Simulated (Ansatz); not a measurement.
Total energies of C2H3NO (`OC1=CN1`).

```xyz
7

O    -1.156   -1.185    0.002
C    -0.331   -0.169    0.104
C    -0.026    1.003    0.504
N     1.046    0.062   -0.191
H    -0.693   -1.908   -0.439
H     0.023    1.828    1.183
H     1.136    0.369   -1.163
```

The species carries charge 0 and has multiplicity 1. The structure was optimised at the PBE0-D4/def2-TZVP level. It is one conformer, not always the lowest. Basis def2-TZVPP, Ansatz.

RPA on PBE orbitals: Hartree–Fock energy of these orbitals -206.68809 Eh, correlation -1.17139 Eh (frozen core).

| functional | energy without D4 (Eh) | D4 term (kJ/mol) |
| --- | --- | --- |
| r2SCAN | -207.82667 | -2.2 |
| HSE06 (plane-wave form) | -207.69510 | -7.1 |

Task: Give the same for LDA (SPW92), PBE, revPBE, BLYP, B97M-V, PBE0, B3LYP, r2SCANh, r2SCAN0, BHLYP, CAM-B3LYP, LC-ωPBE, ωB97X-V, ωB97M-V, B2PLYP, PBE-QIDH. (Best estimate.)

Result: The calculation gave: 
```json
{"functional": "LDA (SPW92)", "energy without D4 (Eh)": "-206.25402", "D4 term (kJ/mol)": "–"}
{"functional": "PBE", "energy without D4 (Eh)": "-207.70648", "D4 term (kJ/mol)": "-9.4"}
{"functional": "revPBE", "energy without D4 (Eh)": "-207.88825", "D4 term (kJ/mol)": "-35.3"}
{"functional": "BLYP", "energy without D4 (Eh)": "-207.88928", "D4 term (kJ/mol)": "-21.8"}
{"functional": "B97M-V", "energy without D4 (Eh)": "-207.90911", "D4 term (kJ/mol)": "–"}
{"functional": "PBE0", "energy without D4 (Eh)": "-207.70531", "D4 term (kJ/mol)": "-7.7"}
{"functional": "B3LYP", "energy without D4 (Eh)": "-207.94113", "D4 term (kJ/mol)": "-15.2"}
{"functional": "r2SCANh", "energy without D4 (Eh)": "-207.81315", "D4 term (kJ/mol)": "-2.3"}
{"functional": "r2SCAN0", "energy without D4 (Eh)": "-207.79382", "D4 term (kJ/mol)": "-2.5"}
{"functional": "BHLYP", "energy without D4 (Eh)": "-207.81392", "D4 term (kJ/mol)": "-10.2"}
{"functional": "CAM-B3LYP", "energy without D4 (Eh)": "-207.84727", "D4 term (kJ/mol)": "-7.6"}
{"functional": "LC-ωPBE", "energy without D4 (Eh)": "-207.80355", "D4 term (kJ/mol)": "–"}
{"functional": "ωB97X-V", "energy without D4 (Eh)": "-207.87122", "D4 term (kJ/mol)": "–"}
{"functional": "ωB97M-V", "energy without D4 (Eh)": "-207.86990", "D4 term (kJ/mol)": "–"}
{"functional": "B2PLYP", "energy without D4 (Eh)": "-207.78028", "D4 term (kJ/mol)": "–"}
{"functional": "PBE-QIDH", "energy without D4 (Eh)": "-207.66719", "D4 term (kJ/mol)": "–"}
```

B3LYP takes the VWN-RPA correlation (the form of Gaussian; ORCA's B3LYP/G). HSE06 is the plane-wave form, built on full-range PBE exchange. The double hybrids freeze the cores in their second-order part.

LC-ωPBE has ω = 0.4 bohr⁻¹.
